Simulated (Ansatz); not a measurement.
# C3H6N2: a ladder of functionals and wavefunction methods

How much do the methods differ for C3H6N2? The plan is to run it at one geometry with functionals of several rungs and with coupled cluster, and see how far each lands from CCSD(T) at the basis-set limit for the atomisation energy.

Method: functionals in def2-TZVPP, the program's frozen cores in correlated methods; program: Ansatz 0.2.0, Gaussian basis.

Levels to be run: PBE-D4, r2SCAN-D4, PBE0-D4, B3LYP-D4, ωB97X-V, ωB97M-V, B2PLYP; CCSD(T)/def2-TZVPP; MP2/def2-QZVPP; extrapolation to the limit.

### Step 1. Structure used throughout

An earlier PBE0-D4 in a triple-zeta def2 set relaxation fixed the geometry.

SMILES `CN1C=NC1`, 11 atoms, charge 0, spin multiplicity 1.

Atoms are counted from 1 here; the program's logs count them from 0.

Bond lengths: C1–N2 1.440 Å, C1–H6 1.099 Å, C1–H7 1.092 Å, C1–H8 1.092 Å, N2–C3 1.385 Å, N2–C5 1.479 Å, C3–N4 1.289 Å, C3–H9 1.088 Å, N4–C5 1.476 Å, C5–H10 1.093 Å, C5–H11 1.092 Å. Angles: N2–C1–H6 113.3°, N2–C1–H7 109.6°, N2–C1–H8 109.2°, H6–C1–H7 108.6°, H6–C1–H8 108.4°, H7–C1–H8 107.6°, C1–N2–C3 125.2°, C1–N2–C5 124.6°, C3–N2–C5 82.5°, N2–C3–N4 101.8°, N2–C3–H9 127.9°, N4–C3–H9 130.3°, C3–N4–C5 86.0°, N2–C5–N4 89.2°, N2–C5–H10 113.4°, N2–C5–H11 114.2°, N4–C5–H10 112.9°, N4–C5–H11 114.6° and more.

### Step 2. PBE-D4 (GGA)

in.yaml

```yaml
crystal:
  periodic: [false, false, false]
  atoms:
    - {symbol: C, position_ang: [-1.202395, 0.699815, -0.117957]}
    - {symbol: N, position_ang: [-0.251831, -0.381296, -0.079943]}
    - {symbol: C, position_ang: [0.441118, -0.796994, 1.044818]}
    - {symbol: N, position_ang: [1.645622, -0.884981, 0.594566]}
    - {symbol: C, position_ang: [1.107925, -0.324780, -0.660238]}
    - {symbol: H, position_ang: [-0.780704, 1.661967, 0.205693]}
    - {symbol: H, position_ang: [-1.587600, 0.812896, -1.133078]}
    - {symbol: H, position_ang: [-2.046546, 0.457870, 0.531232]}
    - {symbol: H, position_ang: [0.038714, -1.034604, 2.027623]}
    - {symbol: H, position_ang: [1.455050, 0.693051, -0.854035]}
    - {symbol: H, position_ang: [1.246046, -0.960045, -1.538183]}
basis:
  gaussian: {orbitals: def2-TZVPP}
hamiltonian: {xc: pbe, dispersion: d4}
output: {forces: true, orbitals: {seedname: orbitals}}
```

Launch:

```
$ ansatz run in.yaml --threads 4 --pin off --events-out ev --progress --plain --max-ram 10444MiB
```

Further steps of the session: r2SCAN-D4 (meta-GGA); PBE0-D4 (hybrid); B3LYP-D4 (hybrid); ωB97X-V (range-separated); ωB97M-V (range-separated); B2PLYP (double hybrid); CCSD(T) in def2-TZVPP; MP2 in def2-QZVPP.

Q: Predict the results of all the runs planned. Wanted: atomisation energy, CCSD(T)/CBS; farthest; mean size of error, hybrid; mean size of error, range-separated; gap, smallest and largest; T1 diagnostic; triples share of the correlation energy.

As calculated:

```
                               quantity                                 value
        atomisation energy, CCSD(T)/CBS                         4346.0 kJ/mol
 functionals within 21.7 kJ/mol (0.5 %)                             r2SCAN-D4
                               farthest                PBE-D4 (+189.2 kJ/mol)
             mean size of error, hybrid                           50.0 kJ/mol
    mean size of error, range-separated                           36.7 kJ/mol
              gap, smallest and largest  4.55 eV (PBE-D4), 11.43 eV (ωB97X-V)
                          T1 diagnostic                                0.0132
triples share of the correlation energy                                 4.4 %
```

PBE-D4 is off by +189.2 kJ/mol. Double hybrids carry the basis error of their MP2 part in triple zeta, and no dispersion term here, so their miss is partly the set-up's. Misses under about 21.7 kJ/mol are within the doubt on the reference itself, which lacks core-valence correlation, relativity and higher excitations. Hartree-Fock recovers 68 % of the binding; the rest is correlation. The gap grows from 4.5 to 11.4 eV across the functionals, mostly with the share of exact exchange.
